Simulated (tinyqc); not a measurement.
Inside a calculation. Method: extended Hueckel theory, for CO. Computed by tinyqc, a small Python program that keeps every step (integrals from PySCF). Settings: charge = 0, K = 1.75, multiplicity = 1. Command: `OMP_NUM_THREADS=1 python tinyqc.py 29836 29837 out.jsonl` (the two numbers bound the seeds that draw the settings). One thread of a shared host (Intel(R) Xeon(R) Processor @ 2.60GHz), about 0.01 s of CPU time with the checks.

## Overlaps

Geometry (angstrom):

| atom | x | y | z |
|---|---|---|---|
| C | 0.000000 | 0.000000 | 0.000000 |
| O | 0.000000 | 0.000000 | 1.143000 |

Parameters chosen for this run:

| element | shell | Slater exponent | H_ii (eV) |
|---|---|---|---|
| C | 2s | 1.625000 | -21.400000 |
| C | 2p | 1.625000 | -11.400000 |
| O | 2s | 2.275000 | -32.300000 |
| O | 2p | 2.275000 | -14.800000 |

Slater orbitals, each expanded in six Gaussians scaled to its exponent.

overlap S:
```
            1C 2s    1C 2px    1C 2py     1C 2pz     2O 2s    2O 2px    2O 2py     2O 2pz
1C 2s    1.000000  0.000000  0.000000   0.000000  0.415570  0.000000  0.000000  -0.327320
1C 2px   0.000000  1.000000  0.000000   0.000000  0.000000  0.249521  0.000000   0.000000
1C 2py   0.000000  0.000000  1.000000   0.000000  0.000000  0.000000  0.249521   0.000000
1C 2pz   0.000000  0.000000  0.000000   1.000000  0.493867  0.000000  0.000000  -0.299395
2O 2s    0.415570  0.000000  0.000000   0.493867  1.000000  0.000000  0.000000   0.000000
2O 2px   0.000000  0.249521  0.000000   0.000000  0.000000  1.000000  0.000000   0.000000
2O 2py   0.000000  0.000000  0.249521   0.000000  0.000000  0.000000  1.000000   0.000000
2O 2pz  -0.327320  0.000000  0.000000  -0.299395  0.000000  0.000000  0.000000   1.000000
```

## Wolfsberg-Helmholz matrix

diagonal H_ii (eV): 1C 2s -21.400000, 1C 2px -11.400000, 1C 2py -11.400000, 1C 2pz -11.400000, 2O 2s -32.300000, 2O 2px -14.800000, 2O 2py -14.800000, 2O 2pz -14.800000

K = 1.750000

H_ij = K' S_ij (H_ii + H_jj)/2 for i != j (the diagonal keeps H_ii), with K' = 1.75.

H (eV):
```
             1C 2s      1C 2px      1C 2py      1C 2pz       2O 2s      2O 2px      2O 2py      2O 2pz
1C 2s   -21.400000    0.000000    0.000000    0.000000  -19.526578    0.000000    0.000000   10.367870
1C 2px    0.000000  -11.400000    0.000000    0.000000    0.000000   -5.720260    0.000000    0.000000
1C 2py    0.000000    0.000000  -11.400000    0.000000    0.000000    0.000000   -5.720260    0.000000
1C 2pz    0.000000    0.000000    0.000000  -11.400000  -18.884245    0.000000    0.000000    6.863620
2O 2s   -19.526578    0.000000    0.000000  -18.884245  -32.300000    0.000000    0.000000    0.000000
2O 2px    0.000000   -5.720260    0.000000    0.000000    0.000000  -14.800000    0.000000    0.000000
2O 2py    0.000000    0.000000   -5.720260    0.000000    0.000000    0.000000  -14.800000    0.000000
2O 2pz   10.367870    0.000000    0.000000    6.863620    0.000000    0.000000    0.000000  -14.800000
```

## Orbitals

valence electrons = 10

Solve H C = S C e through S^(-1/2); fill by pairs from the bottom, a degenerate level sharing its electrons equally; each orbital has its largest coefficient positive (the first on a tie).

orbital energies (eV): -34.515834  -18.983622  -15.596722  -15.596722  -13.534519  -9.298631  -9.298631  37.484770

occupations: 2.000000  2.000000  2.000000  2.000000  2.000000  0.000000  0.000000  0.000000

coefficients:
```
             MO1        MO2       MO3        MO4        MO5        MO6        MO7        MO8
1C 2s   0.317294   0.649476  0.000000   0.000000   0.413711   0.000000   0.000000   1.011924
1C 2px  0.000000   0.000000  0.227528   0.288326   0.000000   0.797376   0.543768   0.000000
1C 2py  0.000000   0.000000  0.288326  -0.227528   0.000000  -0.543768   0.797376   0.000000
1C 2pz  0.067492  -0.330194  0.000000   0.000000  -0.563793   0.000000   0.000000   1.193569
2O 2s   0.798136  -0.331813  0.000000   0.000000   0.060049   0.000000   0.000000  -1.148650
2O 2px  0.000000   0.000000  0.522201   0.661737   0.000000  -0.492810  -0.336070   0.000000
2O 2py  0.000000   0.000000  0.661737  -0.522201   0.000000   0.336070  -0.492810   0.000000
2O 2pz  0.026844  -0.551766  0.000000   0.000000   0.688617   0.000000   0.000000   0.851006
```

sum of one-electron energies = -196.454837 eV

Within a degenerate level the vectors are fixed only up to a rotation; this is one choice.

## Mulliken analysis

P = C n C^T; charge = valence electrons (C 4, O 6) minus the sum of (P S)_ii on the atom; overlap population = 2 sum P_ij S_ij between two atoms.

charges: 1C 0.556367, 2O -0.556367

Overlap populations:

| pair | value |
|---|---|
| 2-1 | 1.307667 |
